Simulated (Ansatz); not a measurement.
hcp Zr was calculated with PBEsol-D3(BJ) (Ansatz, a quantum-chemistry and plane-wave program, PAW).

Numerical settings: plane-wave cutoff 520 eV, 18×18×12 k mesh (along the axes of the cell as run), Fermi–Dirac smearing 0.05 eV, scalar-relativistic PAW data made under PBE.

The cell is scaled about its equilibrium volume:

Shape and atoms are relaxed at each volume.

```tsv
V (Å³/atom)	P (GPa)	c (Å)	a (Å)
20.616	4.44	5.014	3.082
21.046	2.13	5.035	3.107
21.475	0.00	5.057	3.132
21.905	-1.98	5.082	3.155
22.334	-3.81	5.107	3.178
```

Note: the bulk modulus comes from volumes at which shape and atoms were relaxed.
